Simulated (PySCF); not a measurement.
**Ionisation energy of Al by level of theory**

Al [Ne] 3s2 3p1 (2P) → Al⁺ [Ne] 3s2 (1S), as a difference of total energies. All numbers are calculated (PySCF 2.14, no relativity, point nucleus, in dyall-av2z). Correlated levels: valence: [Ne] frozen; virtual orbitals above 40 to 60 times the deepest correlated orbital energy dropped. The calculations carry no spin-orbit coupling.

```csv
method,ionisation energy (eV)
UHF,5.590
LDA,6.022
PBE,6.063
PBE0,6.081
r2SCAN,6.160
wB97M-V,5.660
M06,5.802
B3LYP,6.012
M06-2X,5.756
MP2 (valence),5.756
SCS-MP2 (valence),5.735
```

Q: How much does correlation contribute at MP2 (valence)?

A: 5.756 − (5.590) = 0.166 eV, measured against UHF.

Errors of the correlated levels include the incompleteness of this basis and the frozen core.

For comparison: 5.977 eV (measured; NIST levels, between the centres of gravity of the two terms).
